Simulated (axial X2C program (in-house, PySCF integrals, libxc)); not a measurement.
# Worked dissociation energy of MgS: PBE0, scalar-relativistic

Calculated with an in-house relativistic program for diatomic molecules. Spin-free means the one-electron spin-free X2C Hamiltonian. Basis: S dyall-av3z [9s8p3d2f], Mg dyall-cv3z [9s8p6d3f] (cores contracted in-house); Gaussian nuclei, density fitting, unrestricted open shells. Masses: S 31.972 u, Mg 23.985 u.

Molecular state: M_S = 0, Λ = 0 (closed shell).

| Item | Value |
| --- | --- |
| E(S) (2M_S = 2, M_L = 0) | -399.078167 hartree |
| E(Mg) (2M_S = 0, M_L = 0) | -200.280670 hartree |
| E(MgS) at Re | -599.436701 hartree |
| ωe | 545.3 cm⁻¹ |
| ωexe | 2.53 cm⁻¹ |

(1) Work out De and D0.

The state is a single determinant with fixed occupations, the lowest that a limited PBE0 search found. Closed shells are restricted here (equal orbitals for both partners); the stretched side of such a curve lies too high. De is counted from the lowest determinant-based energies of the atoms at the same level, without counterpoise correction. PBE0 can misorder states that lie within some tenths of an eV, so this need not be the ground state of the molecule. The nearest other spin-free determinant of the search, M_S = 1, Λ = 1, lies 0.48 eV up at the distance of the search.

Each atomic determinant is the lowest at this level and need not be a pure term. Totals compare only within one Hamiltonian and basis.

Results:

(1) De = -399.078167 + (-200.280670) − (-599.436701) = 0.07786 hartree = 2.119 eV. The zero-point energy is ωe/2 − ωexe/4 = 272 cm⁻¹ = 0.034 eV, so D0 = 2.085 eV.
